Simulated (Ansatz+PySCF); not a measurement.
A calculation with PySCF 2.14.0.

```python
from pyscf import gto, scf, cc

mol = gto.M(atom="""
Mg 2.203520 0.000000 1.542920
Li 0.000000 0.000000 0.000000
Si -1.957770 0.000000 1.370850
""", basis='sto-3g', charge=-1, spin=0)
mf = scf.RHF(mol)
mf.kernel()
mycc = cc.CCSD(mf, frozen=11).run()
et = mycc.ccsd_t()
print(mf.e_tot, mycc.e_corr, et, mycc.e_tot + et)
```

The script is written out from the run's settings.

Output:

```yaml
Converged: yes
Reference_energy: -489.75104 hartree
CCSD_correlation_energy: -0.12247 hartree
Triples_correction: -0.00458 hartree
Total_energy: -489.87809 hartree
Spin_squared_of_the_determinant: 0.000
```

Caution: large amplitudes, a single reference is doubtful; no diffuse functions for an anion; an unrestricted determinant lies well below.
